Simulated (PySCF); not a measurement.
# C2H5NOS: the cost of one run

The runs use PySCF 2.14.0; levels as typed in each script, gas phase, geometry from GFN2-xTB.

### 1 The starting structure

SMILES `CN.O=C=S`, 10 atoms, charge 0, spin multiplicity 1.

Bond lengths: C1–N2 1.451 Å, C1–H3 1.101 Å, C1–H4 1.089 Å, C1–H5 1.090 Å, N2–H6 1.015 Å, N2–H7 1.015 Å, O8–C9 1.155 Å, C9–S10 1.538 Å. Angles: N2–C1–H3 114.6°, N2–C1–H4 108.6°, N2–C1–H5 108.7°, H3–C1–H4 108.2°, H3–C1–H5 108.3°, H4–C1–H5 108.3°, C1–N2–H6 110.2°, C1–N2–H7 110.5°, H6–N2–H7 107.5°, O8–C9–S10 179.9°.

Geometry (Å):

```mol
C2H5NOS
  3D, bonds by distance, orders not assigned

 10  8  0  0  0  0  0  0  0  0999 V2000
   -2.0002   -0.9923   -0.0309 C   0  0
   -2.6722    0.2827    0.1357 N   0  0
   -1.2885   -1.0286   -0.8704 H   0  0
   -2.7527   -1.7641   -0.1893 H   0  0
   -1.4595   -1.2248    0.8867 H   0  0
   -3.1959    0.5145   -0.7018 H   0  0
   -1.9951    1.0236    0.2862 H   0  0
    0.3401    1.5181   -0.0320 O   0  0
    1.0605    0.6153   -0.0128 C   0  0
    2.0196   -0.5864    0.0098 S   0  0
  1  2  8  0
  1  3  8  0
  1  4  8  0
  1  5  8  0
  2  6  8  0
  2  7  8  0
  8  9  8  0
  9 10  8  0
M  END
```

### 2 Binding of the two fragments (B3LYP/6-31+g*)

File input.py:

```python
import numpy as np
from pyscf import gto, scf, dft
from pyscf.scf import atom_ks, atom_hf
from scipy.linalg import block_diag
from pyscf.dispersion import dftd3

def solve(mol, dm0=None, hcore=None):
    mf = (dft.UKS if mol.spin else dft.RKS)(mol, xc='b3lyp')
    mf.grids.level = 3
    mf = mf.density_fit(auxbasis='def2-universal-jkfit')
    mf.conv_tol, mf.max_cycle = 1e-8, 80
    if hcore is not None:
        mf.get_hcore = lambda *args: hcore
    mf.kernel(dm0)
    if not mf.converged:
        mf = mf.newton().run(mf.mo_coeff, mf.mo_occ, max_cycle=30)
    assert mf.converged, 'SCF not converged'
    return mf

mol = gto.M(atom='''
C     -2.00019    -0.99227    -0.03087
N     -2.67216     0.28267     0.13571
H     -1.28845    -1.02863    -0.87040
H     -2.75269    -1.76406    -0.18927
H     -1.45949    -1.22484     0.88665
H     -3.19594     0.51450    -0.70184
H     -1.99510     1.02365     0.28624
O      0.34008     1.51808    -0.03198
C      1.06051     0.61532    -0.01280
S      2.01964    -0.58639     0.00978
''', basis='6-31+g*', charge=0, spin=0, verbose=4)
mol_a = gto.M(atom='''
C     -2.00019    -0.99227    -0.03087
N     -2.67216     0.28267     0.13571
H     -1.28845    -1.02863    -0.87040
H     -2.75269    -1.76406    -0.18927
H     -1.45949    -1.22484     0.88665
H     -3.19594     0.51450    -0.70184
H     -1.99510     1.02365     0.28624
ghost-O      0.34008     1.51808    -0.03198
ghost-C      1.06051     0.61532    -0.01280
ghost-S      2.01964    -0.58639     0.00978
''', basis='6-31+g*', charge=0, spin=0, verbose=4)
mol_b = gto.M(atom='''
ghost-C     -2.00019    -0.99227    -0.03087
ghost-N     -2.67216     0.28267     0.13571
ghost-H     -1.28845    -1.02863    -0.87040
ghost-H     -2.75269    -1.76406    -0.18927
ghost-H     -1.45949    -1.22484     0.88665
ghost-H     -3.19594     0.51450    -0.70184
ghost-H     -1.99510     1.02365     0.28624
O      0.34008     1.51808    -0.03198
C      1.06051     0.61532    -0.01280
S      2.01964    -0.58639     0.00978
''', basis='6-31+g*', charge=0, spin=0, verbose=4)
ab, a, b = solve(mol), solve(mol_a), solve(mol_b)
e_int = ab.e_tot - a.e_tot - b.e_tot
print('counterpoise-corrected interaction energy / kcal/mol', e_int * 627.5095)
def disp(atoms, charge):
    m = gto.M(atom=atoms, charge=charge, basis='sto-3g', spin=None, unit='Bohr', verbose=0)
    return dftd3.DFTD3Dispersion(m, xc='b3lyp', version='d3bj').get_dispersion()['energy']
e_disp = disp(mol._atom, mol.charge) - disp(mol._atom[:7], mol_a.charge) - disp(mol._atom[7:], mol_b.charge)
print('D3(BJ) part / kcal/mol', e_disp * 627.5095)
# spherically averaged free atoms, for the promolecule
atm = atom_ks.get_atm_nrks(mol, xc='b3lyp')
pro = block_diag(*[(atm[a[0]][2] * atm[a[0]][3]) @ atm[a[0]][2].T for a in mol._atom])
np.savez('result.npz', e_int=e_int, e_disp=e_disp, dm_a=a.make_rdm1(), dm_b=b.make_rdm1(), c=ab.mo_coeff, occ=ab.mo_occ, eps=ab.mo_energy, pro=pro, d=[f.dip_moment(verbose=0) for f in (ab, a, b)])
```

Launch:

```
OMP_NUM_THREADS=1 python input.py
```

Q: Estimate wall time and peak memory on 1 thread of Intel Xeon 6975P-C (Granite Rapids), shared host.

About 17 s, with a peak of 0.49 GiB.
